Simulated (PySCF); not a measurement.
Species, as SMILES: [H][H] (H2).
Geometry (B3LYP-D3(BJ)/def2-TZVP, fixed):
```xyz
2

H      0.0000     0.0000    -0.3720
H      0.0000     0.0000     0.3720
```

How fast the isotropic shielding of H1 converges with the basis for several methods (PySCF): deviation from each method's own reference, in ppm. References: HF 26.42 ppm, the value in pcSseg-3; PBE 26.66 ppm, the value in pcSseg-3; PBE0 26.61 ppm, the value in pcSseg-3. All functions are spherical. No added dispersion term, no relativity. GIAO; atoms are numbered in the order shown.

| basis | functions | HF | PBE | PBE0 |
|---|---|---|---|---|
| pcseg-0 | 4 | ___ | 0.29 | 0.33 |
| pcseg-1 | 10 | ___ | -0.13 | -0.09 |
| pcseg-2 | 28 | ___ | 0.03 | 0.04 |
| def2-TZVPPD | 34 | ___ | 0.04 | 0.04 |
| cc-pVQZ | 60 | ___ | 0.04 | 0.03 |
| def2-QZVPP | 60 | ___ | 0.03 | 0.03 |
| def2-QZVPPD | 66 | ___ | 0.04 | 0.03 |
| cc-pV5Z | 110 | ___ | 0.02 | 0.02 |

**Question.** What belongs in the gaps?

**Answer.** 
- pcseg-0, HF: 0.41
- pcseg-1, HF: -0.02
- pcseg-2, HF: 0.05
- def2-TZVPPD, HF: 0.05
- cc-pVQZ, HF: 0.04
- def2-QZVPP, HF: 0.04
- def2-QZVPPD, HF: 0.04
- cc-pV5Z, HF: 0.02

Mean absolute deviation over pcseg-2, def2-TZVPPD: PBE 0.03, PBE0 0.04, HF 0.05 ppm.
